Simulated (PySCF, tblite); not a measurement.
**C2H4O3, a complex of two parts: NMR shifts, interaction energy, infrared bands, spin-spin couplings and core binding energies**

What NMR shifts, interaction energy, infrared bands, spin-spin couplings and core binding energies should one expect for `O=C=O` with `CO`?

Programs: tblite 0.8.0 and PySCF 2.14.0. All values are calculated, for the isolated system unless a continuum is named. Atoms count from 0, parts from 1.

## (1) Starting point

9 atoms, charge 0, multiplicity 1; geometry: rigid parts in contact. Parts: 1 = atoms 0–2, `O=C=O`, charge 0; 2 = atoms 3–8, `CO`, charge 0.

## (2) Bringing the parts together with GFN2-xTB

What the job is given:

```
{"job": {"kind": "dock", "xc": "GFN2-xTB", "basis": "xTB"}, "charge": 0, "multiplicity": 1, "parts": [{"atoms": "0-2", "charge": 0, "multiplicity": 1}, {"atoms": "3-8", "charge": 0, "multiplicity": 1}]}
O     -1.113275     0.261745     0.003656
C     -0.000001     0.000002    -0.000000
O      1.113276    -0.261747    -0.003656
C     -0.072554    -2.666916    -2.706078
O      0.730903    -1.560104    -2.378334
H     -1.099408    -2.380114    -2.486426
H      0.004775    -2.923982    -3.768349
H      0.186169    -3.546947    -2.107041
H      1.651598    -1.775955    -2.559326
```

Level: GFN2-xTB search for minima from random contacts, gas phase.

Run with:

```console
$ OMP_NUM_THREADS=1 python cluster_run.py task.json out
```

The driver reads the jobs from task.json and runs them one after another.

**Question.** The jobs that follow are: PBE0-D3(BJ)/def2-SVPD geometry optimisation, gas phase; GIAO PBE0/pcSseg-2 NMR shielding, non-relativistic, gas phase; wB97M-D3(BJ)/def2-TZVPD interaction energy, counterpoise and uncorrected, gas phase; PBE0-D3(BJ)/def2-TZVPD interaction energy, counterpoise and uncorrected, gas phase; PBE0-D3(BJ)/def2-SVPD harmonic vibrations by differences of gradients, gas phase; B3LYP/pcJ-1 indirect spin-spin coupling, non-relativistic, gas phase; delta-SCF UKS SCAN, pcX-2 on the ionised atom, pcseg-1 elsewhere, spin-free X2C. Predict: binding energy (GFN2-xTB); point group; rotational constants (main isotopes); shieldings of C, H, O (PBE0/pcSseg-2); largest proton shift on binding; interaction energy, counterpoise (wB97M-D3(BJ)/def2-TZVPD); superposition error; binding energy (with deformation); strongest single infrared mode (PBE0-D3(BJ)/def2-SVPD); largest coupling of the table (B3LYP/pcJ-1); O1s binding energies, SCAN/pcX-2 (standing for 2 of 3 atoms).

The runs gave:

| quantity | value |
| --- | --- |
| binding energy (GFN2-xTB) | -2.74 kcal/mol |
| point group | C1 |
| rotational constants (main isotopes) | 9.48, 2.54, 2.04 GHz |
| shieldings of C, H, O (PBE0/pcSseg-2) | C1 51.1, C3 130.0, H5 27.7, H6 27.7, H7 27.7, H8 31.4, O2 207.2, O0 209.1 ppm and more |
| largest proton shift on binding | H8, +0.38 ppm |
| interaction energy, counterpoise (wB97M-D3(BJ)/def2-TZVPD) | -3.43 kcal/mol |
| superposition error | 0.06 kcal/mol |
| binding energy (with deformation) | -3.34 kcal/mol |
| strongest single infrared mode (PBE0-D3(BJ)/def2-SVPD) | 2497 cm⁻¹ |
| largest coupling of the table (B3LYP/pcJ-1) | 1J(C,H) C3–H5, 151.4 Hz |
| O1s binding energies, SCAN/pcX-2 (standing for 2 of 3 atoms) | O0 540.49, O4 539.22 eV |
| range of the interaction energy over the runs of this table | -3.43 to -3.29 kcal/mol |

At its xTB geometry the search ends with the contact C1···O4 (inside the van der Waals sum, 2.64 Å); 6 starts can't prove it the lowest minimum. A later relaxation moves these distances. The start of the PBE0/def2-SVPD relaxation was shaken at random by about 0.01 Å, so part of the energy gained, and of the first lengths quoted, undoes that. Over 11 steps the energy fell by 0.245 eV; of the close pairs, O0–C1 changed most, 1.115 to 1.160 Å. Hydrogens of an XH3 group are listed apart at this fixed geometry; free rotation makes them one line at their mean. At PBE0/pcSseg-2: Shielding is most anisotropic at C1 (span 352 ppm, paramagnetic term -216 ppm). On binding (GIAO PBE0/pcSseg-2 NMR shielding, non-relativistic, gas phase), H8 moves most among the protons, 0.38 ppm downfield. A part with a negative deformation was relaxed at another level. No mode is imaginary at PBE0-D3(BJ)/def2-SVPD; the softest lies at 46 cm⁻¹. At SCAN/pcX-2: The O1s levels kept as sound span 1.27 eV, from O4 (oxygen bonded to C, H) up to O0 (oxygen bonded to C). Only 2 of the 3 O atoms are covered by sound results. The interaction energy runs from -3.43 (wB97M-D3(BJ)/def2-TZVPD) to -3.29 kcal/mol (PBE0-D3(BJ)/def2-TZVPD).
